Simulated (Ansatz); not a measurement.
**Scan of HBN, quartet**

Starting geometry (PBE0/def2-TZVP stationary point for this spin, not checked as a minimum):

```xyz
3

B     0.0000   -0.1852    0.7730
N     0.0000    0.0874   -0.7050
H     0.0000    0.7718    1.5065
```

From there all distances are scaled together; atoms are numbered as listed. Energies are in kcal/mol, counted from the starting geometry at the same level.

Basis 6-31G; Ansatz 0.2.0. Only valence electrons are correlated (noble-gas cores frozen). R marks a restricted (for open shells ROHF) determinant, U an unrestricted one. Active spaces: valence = (9e, 9o) chosen from the atoms' valence shells.

Unrestricted rows (U) aren't spin-pure: their determinants' ⟨S²⟩ exceeds S(S+1) by up to 0.94, so they mix in states of higher spin. For open shells CISD is restricted-active-space CI with the open shells as a complete middle space. Runs in a small pair space aren't shown, since their orbitals change along the scan.

Full CI is exact within this basis and frozen core; it isn't the basis-set limit. The frozen core follows each run's orbitals, which can shift R against U totals by a few meV.

| scale of all distances | full CI | unpaired electrons (full CI) | error UHF | error CISD | error RCCSDT | error RCCSDT(Q) | error UCCSDT(Q) | error NEVPT2 (valence space) |
| --- | --- | --- | --- | --- | --- | --- | --- | --- |
| 0.885 | 27.0 | 3.01 | -4.2 | -0.7 | 0.0 | 0.0 | 0.0 | 0.3 |
| 1.000 | 0.0 | 3.02 | 0.0 | 0.0 | 0.0 | 0.0 | 0.0 | 0.0 |
| 1.100 | 2.9 | 3.03 | 4.0 | 0.9 | 0.0 | 0.0 | 0.0 | -0.1 |
| 1.313 | 33.9 | 3.10 | 9.1 | 4.1 | 0.1 | 0.0 | 0.0 | 0.3 |
| 1.514 | 60.3 | 3.22 | 5.6 | 6.2 | 0.1 | 0.0 | 0.0 | 1.1 |
| 1.771 | 78.6 | 3.31 | 1.1 | 4.5 | 0.0 | 0.0 | -0.1 | 1.3 |
| 2.018 | 89.9 | 3.56 | -6.0 | 6.4 | -0.1* | 0.0* | -0.1 | 1.3 |
| 2.378 | 100.7 | 4.15 | -14.3 | 11.1 | -0.2* | 0.1* | -0.1* | 1.3 |

An asterisk marks runs whose energy the program itself flagged as in doubt.

Unpaired electrons are Σ n²(2−n)² over natural occupations. Errors are those of relative energies. In total energy the starting point itself misses full CI by: UHF 68.8, CISD 4.0, RCCSDT 0.1, RCCSDT(Q) 0.0, UCCSDT(Q) 0.0, NEVPT2 (valence space) 8.7 kcal/mol.

Spread of the error over the points with a reference, to 2.378 (largest less smallest): RCCSDT(Q) 0.1, UCCSDT(Q) 0.1, RCCSDT 0.3, NEVPT2 (valence space) 1.4, CISD 11.8, UHF 23.4 kcal/mol.

Going outwards, the relative energy of UHF first misses by more than 1.0 kcal/mol at 1.100.

Going outwards, the relative energy of NEVPT2 (valence space) first misses by more than 1.0 kcal/mol at 1.514.

CISD is cut at a fixed excitation level from one determinant, and lies 11.1 kcal/mol too high at 2.378.
